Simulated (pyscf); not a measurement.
This saddle point was located with ωB97X-D3(BJ)/def2-SVP in PySCF.

```
Ge
N 1 1.9203
H 2 1.0255 1 107.76
H 2 1.0255 3 105.73 1 -115.01
H 2 1.4794 3 95.85 4 -97.77
Cl 1 2.1333 2 104.58 3 -179.64
Cl 1 2.1333 2 104.61 3 65.85
Cl 1 2.1659 2 122.97 3 -56.92
```
Charge 0, spin multiplicity 2.

Surface: doublet, charge 0. Lowest wavenumbers (cm⁻¹): 1516i, 106, 114, 142, 156.

### Question
What reaction is this the transition state of?

### Answer
Cl–Ge•(Cl)–Cl + NH₃ <-> H₂N–Ge(Cl)(Cl)–Cl + H•, a substitution at N read from left to right: H–N broken and Ge–N formed. At ωB97M-D3(BJ)/def2-TZVP it lies +35.7 kcal/mol from the left side and +10.1 kcal/mol from the right (each side as separated species at their lowest minima found). On the reactant side the descent ends in a bound adduct, 12.9 kcal/mol under the separated species and 47.0 kcal/mol under the saddle at ωB97X-D3(BJ)/def2-TZVP. One saddle was located; it need not be the lowest between these sides. The angle at the attacked N is 140°. Elements up to Kr have no core potential and no relativistic terms here.
